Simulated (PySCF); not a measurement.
# Field gradients at the hydrogen positions

C₅H₇N.
Geometry (PBE0-D3(BJ)/def2-SVP, Å), atoms numbered from 1 in this order:
```
atom  x, y, z in Å
C1     2.219    0.204   -0.092
C2     0.828   -0.264   -0.355
C3    -0.232    0.010    0.409
C4    -1.621   -0.490    0.125
C5    -2.589    0.593   -0.040
N6    -3.343    1.462   -0.165
H7     2.909   -0.648    0.017
H8     2.597    0.806   -0.935
H9     2.279    0.815    0.820
H10    0.681   -0.882   -1.251
H11   -0.115    0.633    1.303
H12   -1.634   -1.109   -0.786
H13   -1.981   -1.131    0.950
```

Level: PBE0/pcSseg-1 (PySCF, non-relativistic); Q(2H) = 0.00286 b; rigid geometry, the same for H and D, with no vibrational averaging.

Question: Rank these positions by the coupling χzz of a deuteron there, largest first.
A. H13 (methylene hydrogen)
B. H7 (methyl hydrogen)
C. H11 (vinylic hydrogen)

Answer: C (199 kHz), B (194 kHz), A (187 kHz).

Question: What are Vzz, η and χzz (234.96 MHz × Q × Vzz) at all hydrogens?

Answer: 
```tsv
atom	bonded to	bond length (Å)	Vzz (au)	η	χzz (kHz)
H7	C1	1.102	0.2882	0.03	194
H8	C1	1.103	0.2878	0.03	193
H9	C1	1.100	0.2921	0.04	196
H10	C2	1.098	0.2939	0.07	197
H11	C3	1.096	0.2966	0.09	199
H12	C4	1.102	0.2829	0.04	190
H13	C4	1.105	0.2782	0.03	187
```

Question: How does χzz go with the bond length over the 7 C–H bonds?

Answer: A straight-line fit has a slope of -13.7 kHz for each 0.01 Å, with a correlation coefficient of -0.91, over lengths from 1.096 to 1.105 Å. The longer bonds have the smaller couplings here.

Isolated species at its PBE0-D3(BJ)/def2-SVP geometry (one conformer only). The small basis limits the accuracy of the gradients.

These values come from a run that also computed NMR shieldings. Time: 17 s; peak memory 0.70 GiB. Hardware: one thread, Arm Neoverse N1 (aarch64), shared host with 64 logical CPUs at a one-minute load of 26.
